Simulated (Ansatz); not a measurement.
Compare A (`C1=CSCC1`) with its isomer B (`CC1C=CS1`).

Program: Ansatz. Geometries: PBE0-D4/def2-TZVP. ΔE: electronic, gas phase. CCSD(T)/CBS adds triple-zeta CCSD(T) − MP2 to the extrapolated MP2 energy (def2 sets, frozen cores). Functionals use def2-TZVPP. B3LYP here is the variant with VWN-RPA as its local correlation; programs differ in this.

Q: Which isomer does CCSD(T)/CBS put lower? Give the gap. (Best estimate.)

A: Computed: A, by 17.8 kcal/mol.

Q: Give E(B) − E(A) in kcal/mol with CCSD(T)/def2-TZVPP, B3LYP-D4, r2SCAN-D4, ωB97M-V, MP2/def2-TZVPP, CCSD/def2-TZVPP, B2PLYP. (An estimate is asked.)

A: Ansatz gave: CCSD(T)/def2-TZVPP 17.8, B3LYP-D4 18.1, r2SCAN-D4 18.4, ωB97M-V 17.9, MP2/def2-TZVPP 17.5, CCSD/def2-TZVPP 18.2, B2PLYP 17.7. None reverses the order clearly.

Largest T1 diagnostic: 0.012.

From PBE to PBE0 (25 % exact exchange), in def2-TZVPP and without D4, E(B) − E(A) moves by +1.2 kcal/mol. In def2-TZVPP, CCSD(T) changes the Hartree–Fock value by −1.6 kcal/mol (the triples alone add −0.4 kcal/mol) and MP2 by −1.9 kcal/mol.
